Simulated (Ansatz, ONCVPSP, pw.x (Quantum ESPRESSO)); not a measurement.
# What a changed setting does to a pw.x run (bcc W)

Potential: optimised norm-conserving Vanderbilt (ONCV), ONCVPSP 4.0.1.1 (patched build), PBE; core [Kr] 4d10 4f14, reference 5s2 5p6 5d4 6s1; waves: 5s+6s: rc 1.50 bohr, ncon 3, nbas 7, qcut 8.2 1/bohr, 2 projectors; 5p: rc 2.00 bohr, ncon 3, nbas 7, qcut 6.8 1/bohr, 3 projectors, debl 0.5 Ha; 5d: rc 2.60 bohr, ncon 4, nbas 9, qcut 4.8 1/bohr, 1 projector; local part: polynomial inside 0.95 bohr (lpopt 5, dvloc0 4 Ha); core correction: Teter function, fcfact 5.25, rcfact 1.75. In the p channel the program set the typed energies aside and used -1.864, 0.250, 0.750 Ha.

The reference run (k-mesh 14³, cutoffs 70/280 Ry, Fermi–Dirac 0.01 Ry, mixing_beta 0.4, conv_thr 1e-9, no spin) gives -0.42 GPa at 16.130 Å³/atom, where all-electron LAPW gives 0.30 GPa. This run, with its own iteration cap, changes mixing_beta to 0.05.

```
&control
  calculation='scf', prefix='x', pseudo_dir='./', outdir='./tmp', tstress=.true., disk_io='none'
/
&system
  ibrav=0, nat=1, ntyp=1, ecutwfc=70, ecutrho=280, nbnd=15,
  occupations='smearing', smearing='fd', degauss=0.01
/
&electrons
  conv_thr=1e-09, mixing_beta=0.05, electron_maxstep=50
/
ATOMIC_SPECIES
W 1.0 W.UPF
CELL_PARAMETERS angstrom
  -1.59168867 1.59168867 1.59168867
  1.59168867 -1.59168867 1.59168867
  1.59168867 1.59168867 -1.59168867
ATOMIC_POSITIONS crystal
W 0.0000 0.0000 0.0000
K_POINTS automatic
14 14 14 0 0 0
```

```bash
pw.x < W.scf.in > W.scf.out
```

**Question.** How does the run end?

**Answer.** It converges in 11 iterations; the free energy moves by +0.0 meV/atom and the pressure by -0.01 GPa. The result is that of the reference run.

```
Message from routine setup:
     using ibrav=0 with symmetry is DISCOURAGED, use correct ibrav instead
     lattice parameter (alat)  =       5.2098  a.u.
     unit-cell volume          =     108.8506 (a.u.)^3
     number of electrons       =        14.00
     number of Kohn-Sham states=           15
     kinetic-energy cutoff     =      70.0000  Ry
     charge density cutoff     =     280.0000  Ry
     scf convergence threshold =      1.0E-09
     Exchange-correlation= PBE
     number of k points=   104  Fermi-Dirac smearing, width (Ry)=  0.0100
     iteration #  1     ecut=    70.00 Ry     beta= 0.05
     total energy              =    -167.86066405 Ry
     estimated scf accuracy    <       0.68499278 Ry
     iteration #  2     ecut=    70.00 Ry     beta= 0.05
     total energy              =    -167.45458469 Ry
     estimated scf accuracy    <       0.58479270 Ry
     iteration #  3     ecut=    70.00 Ry     beta= 0.05
     total energy              =    -167.57767616 Ry
     estimated scf accuracy    <       0.00443852 Ry
     iteration #  4     ecut=    70.00 Ry     beta= 0.05
     total energy              =    -167.57765342 Ry
     estimated scf accuracy    <       0.00431298 Ry
     iteration #  5     ecut=    70.00 Ry     beta= 0.05
     total energy              =    -167.57809641 Ry
     estimated scf accuracy    <       0.00017383 Ry
     iteration #  6     ecut=    70.00 Ry     beta= 0.05
     total energy              =    -167.57809814 Ry
     estimated scf accuracy    <       0.00002134 Ry
     iteration #  7     ecut=    70.00 Ry     beta= 0.05
     total energy              =    -167.57809790 Ry
     estimated scf accuracy    <       0.00000663 Ry
     iteration #  8     ecut=    70.00 Ry     beta= 0.05
     total energy              =    -167.57809849 Ry
     estimated scf accuracy    <       0.00000116 Ry
     iteration #  9     ecut=    70.00 Ry     beta= 0.05
     total energy              =    -167.57809851 Ry
     estimated scf accuracy    <       0.00000014 Ry
     iteration # 10     ecut=    70.00 Ry     beta= 0.05
     total energy              =    -167.57809853 Ry
     estimated scf accuracy    <          5.0E-09 Ry
     iteration # 11     ecut=    70.00 Ry     beta= 0.05
     the Fermi energy is    22.1914 ev
!    total energy              =    -167.57809853 Ry
     estimated scf accuracy    <          1.8E-10 Ry
     smearing contrib. (-TS)   =      -0.00247455 Ry
     The total energy is F=E-TS. E is the sum of the following terms:
     one-electron contribution =     -13.09079127 Ry
     hartree contribution      =      16.16739123 Ry
     xc contribution           =     -52.08108286 Ry
     ewald contribution        =    -118.57114108 Ry
     convergence has been achieved in  11 iterations
          total   stress  (Ry/bohr**3)                   (kbar)     P=       -4.30
     Message from routine punch:
     Nothing written, as per user request (disk_io='none')
```

The run took about 47 s on one core of a shared host (Neoverse-N1, 64 threads, 124 GiB, load 58).
